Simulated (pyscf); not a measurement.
A first-order saddle from PySCF, ωB97X-D3(BJ)/def2-SVP:

```xyz
10

C     -1.0244    -0.7780     0.0798
Au     0.2515     0.2240     1.9778
H      0.0604    -0.8887     0.0285
H     -1.5789    -0.0531     0.6778
H     -1.5819    -1.7001    -0.1419
Si    -0.5139     1.1595    -1.1965
H      0.0981     1.2373     0.3362
H     -1.9656     1.3383    -1.5027
H      0.0333     2.5440    -1.4546
H      0.1923     0.3340    -2.2216
```
Charge 0, spin multiplicity 1.

Surface: singlet, charge 0. Lowest wavenumbers (cm⁻¹): 753i, 26, 165, 223, 359.

**Question.** What reaction is this the transition state of?

**Answer.** H₃C–Au (SMILES [CH3][Au]) + SiH₄ (SMILES [SiH4]) <-> H₃C–SiH₃ (SMILES C[SiH3]) + AuH (SMILES [AuH]), a four-centre exchange read from left to right: Au–C, H–Si broken and C–Si, Au–H formed. At ωB97M-D3(BJ)/def2-TZVP it lies +254.5 kJ/mol from the left side and +292.3 kJ/mol from the right (each side as separated species at their lowest minima found). On the reactant side the descent ends in a complex (not fully relaxed), 17.2 kJ/mol under the separated species and 274.2 kJ/mol under the saddle at ωB97X-D3(BJ)/def2-TZVP. On the product side the descent ends in an adduct with a Au–Si, Au–H contact (not fully relaxed), 104.1 kJ/mol under the separated species and 392.5 kJ/mol under the saddle at ωB97X-D3(BJ)/def2-TZVP. The reactants may also form a dative adduct at H₃C–Au; it and routes through it were not searched. This is the saddle that the search found; another between the same sides may lie lower. Elements past Kr carry the def2 core potentials, without spin-orbit coupling.
